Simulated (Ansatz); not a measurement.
**CH5SSi−: an energy map over angle C1–Si2–S3 and dihedral C1–Si2–S3–H8**

How does the energy of CH5SSi, SMILES C[SiH-]S, charge −1 change over two coordinates at once? A grid of runs gives the map.

Computed with Ansatz 0.2.0. Level: RKS PBE-D4/def2-SVPD.

**1. The starting structure**

SMILES `C[SiH-]S`, 8 atoms, charge -1, spin multiplicity 1.

Atoms are counted from 1 here; the program's logs count them from 0.

Bond lengths: C1–Si2 1.976 Å, C1–H4 1.114 Å, C1–H5 1.111 Å, C1–H6 1.111 Å, Si2–S3 2.328 Å, Si2–H7 1.561 Å, S3–H8 1.361 Å. Angles: Si2–C1–H4 108.9°, Si2–C1–H5 114.1°, Si2–C1–H6 111.0°, H4–C1–H5 107.7°, H4–C1–H6 107.2°, H5–C1–H6 107.7°, C1–Si2–S3 98.2°, C1–Si2–H7 94.4°, S3–Si2–H7 91.4°, Si2–S3–H8 96.9°.

Coordinates:

```csv
atom,x (Å),y (Å),z (Å)
C1,-0.61352,0.87891,-0.43101
Si2,1.03784,-0.20616,-0.39367
S3,0.35644,-1.79559,1.16473
H4,-0.38097,1.87451,-0.87389
H5,-1.06515,1.05211,0.56952
H6,-1.38728,0.40586,-1.07254
H7,1.71707,0.64989,0.72055
H8,0.33556,-2.85954,0.31631
```

This geometry comes from a loose relaxation at PBE in a small basis, which is not shown.

**3. Setting up the map**

- angle C1–Si2–S3: 15 values from 73.3 to 123.3 °
- dihedral C1–Si2–S3–H8: 15 values from −180 to 156 °, periodic

Nothing else is relaxed (all other coordinates rigid). Energies count from the relaxed molecule at the same level. Points are written as (first, second).

(The set-up runs are not shown.)

**4. The run at (123.3°, 156°)**

The input, input.yaml:

```yaml
crystal:
  periodic: [false, false, false]
  atoms:
    - { symbol: C, position_ang: [-0.110456, 1.29155, -0.986427] }
    - { symbol: Si, position_ang: [1.037365, -0.202981, -0.390376] }
    - { symbol: S, position_ang: [0.354981, -1.798718, 1.163709] }
    - { symbol: H, position_ang: [0.529866, 2.065091, -1.469774] }
    - { symbol: H, position_ang: [-0.682412, 1.784408, -0.170805] }
    - { symbol: H, position_ang: [-0.839838, 0.947513, -1.750487] }
    - { symbol: H, position_ang: [1.722293, 0.646868, 0.72369] }
    - { symbol: H, position_ang: [1.206485, -2.786456, 0.770798] }
total_charge: -1
basis:
  gaussian: { orbitals: def2-SVPD }
hamiltonian:
  xc: pbe
  dispersion: d4
output:
  forces: true
```

Launch:

```sh
$ ansatz run input.yaml --threads 1 --pin off --max-ram 2560MiB --backend cpu --events-out ev --progress --plain --runs-dir out
```

Further runs follow: the other points that were computed.

What does the calculation give? Wanted: lowest point; highest computed point; largest force on an atom.

As calculated:

| quantity | value |
| --- | --- |
| lowest point | (98.3°, 108°), 0.11 kJ/mol |
| highest computed point | (73.3°, −12°), 104.5 kJ/mol above the lowest |
| largest force on an atom (eV/Å) | 0.03 at (98.3°, 108°) to 2.64 at (73.3°, −84°); 0.03 at the lowest point |
| time for the whole task | 12 min on 1 thread, shared host |

In words: The lowest computed point is at (98.3°, 108°), 0.11 kJ/mol from the relaxed molecule at the same level. A higher local minimum lies near (98.3°, −60°) (3.9 kJ/mol above the lowest at that grid point). The highest computed point, (73.3°, −12°), lies 104.5 kJ/mol above the lowest. On the interpolated surface the easiest way out of the lowest well to the well at (98.3°, −60°) passes a barrier of about 15 kJ/mol. Round the minimum the valley is somewhat tilted: raising angle C1–Si2–S3 shifts the best value of dihedral C1–Si2–S3–H8 downwards (coupling k₁₂/√(k₁₁k₂₂) about 0.2).
